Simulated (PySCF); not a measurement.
**Core-level binding energies of silicon dioxide**

Compound: silicon dioxide, SiO2.
SMILES with atom numbers: `[O:1]=[Si:2]=[O:3]`

Method: PySCF, delta-SCF UKS SCAN, pcX-2 on the ionised atom, pcseg-1 elsewhere, spin-free X2C. Vertical ΔSCF values, vacuum level as zero.

List the computed XPS lines with their assignment.

| atom(s) | environment | level | binding energy (eV) | 2p1/2 (eV) | count |
| --- | --- | --- | --- | --- | --- |
| Si2 | silicon bonded to 2 O | Si 1s | 1850.16 | – | 1 |
| O1/O3 | oxygen bonded to Si | O 1s | 538.62 | – | 2 |
| Si2 | silicon bonded to 2 O | Si 2p3/2 | 110.11 | 110.75 | 1 |

Which photon energy gives electrons from O 1s of O1/O3 a kinetic energy of 150 eV, and what is their de Broglie wavelength?

hν = 538.62 + 150 = 688.62 eV, recoil neglected; λ = 12.264 Å/√(E/eV) = 1.00 Å.

Which effective nuclear charge Zeff reproduces each element's mean 1s value in the hydrogen-like formula E = 13.606 eV × Zeff²?

O (Z = 8): mean 538.6 eV, Zeff = 6.29, Z − Zeff = 1.71; Si (Z = 14): mean 1850.2 eV, Zeff = 11.66, Z − Zeff = 2.34. Means run over the listed sites, weighted by atom count.

Atoms equivalent by their bonding share one computed value, that of the first of them. For 2p shells one spin-free hole was relaxed; a mean-field spin–orbit operator and the ground-state splitting of the three 2p orbitals were then diagonalised within the shell. The shell's mean is (2 × 2p3/2 + 2p1/2)/3, and the degeneracies 2j + 1 give areas of 2:1. 2p1/2 minus 2p3/2 (ligand field included): Si 0.63 eV. Isolated species at its PBE0-D3(BJ)/def2-SVP geometry, gas phase.

Time: 2.9 s wall. Hardware: one thread of an Arm Neoverse V1, shared host.
